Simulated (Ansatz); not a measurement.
A run of Ansatz (development build ahead of 0.2.0) on singlet SO2 at this shape:

```xyz
3

S     0.0000    0.0000   -0.3416
O     0.0000    1.1504    0.3416
O     0.0000   -1.1504    0.3416
```

Its results:

```json
{
  "Converged": "yes",
  "Total energy": "-547.27372 hartree",
  "Spin squared of the determinant": "0.000"
}
```

(1) Which input gives this output? Name the method, the orbitals and the basis set, and write the input.

Answers

(1) RHF in cc-pVTZ. An unrestricted run that stays on the closed shell gives the same numbers.

```yaml
crystal:
  periodic: [false, false, false]
  atoms:
    - { symbol: S, position_ang: [0.0, 0.0, -0.34162] }
    - { symbol: O, position_ang: [0.0, 1.1504, 0.34162] }
    - { symbol: O, position_ang: [0.0, -1.1504, 0.34162] }
basis:
  gaussian: { orbitals: cc-pVTZ }
hamiltonian:
  xc: hf
```

Caution: no unrestricted run beside it, a lower state can exist.
